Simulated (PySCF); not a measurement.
# Ionisation energy of Li by level of theory

Li [He] 2s1 (2S) → Li⁺ 1s2 (1S), as a difference of total energies. Computed with PySCF 2.14 in dyall-acv3z (15s9p3d, 57 functions), with the spin-free X2C one-electron Hamiltonian (Gaussian nucleus). Correlated levels: valence and next inner shell: nothing frozen; virtual orbitals above 40 to 60 times the deepest correlated orbital energy dropped. The calculations carry no spin-orbit coupling.

```tsv
method	ionisation energy (eV)
UHF	5.343
MP2 (valence and next inner shell)	5.380
SCS-MP2 (valence and next inner shell)	5.375
CCSDT (valence and next inner shell)	5.387
```

Estimate what CCSD (valence and next inner shell) gives.

5.386 eV, closest to CCSDT (valence and next inner shell) among the rows shown.

Estimate what CCSD(T) (valence and next inner shell) gives.

5.387 eV, closest to CCSDT (valence and next inner shell) among the rows shown.

Errors of the correlated levels include the incompleteness of this basis.

For comparison: 5.392 eV (measured; NIST Atomic Spectra Database, ionization energies).
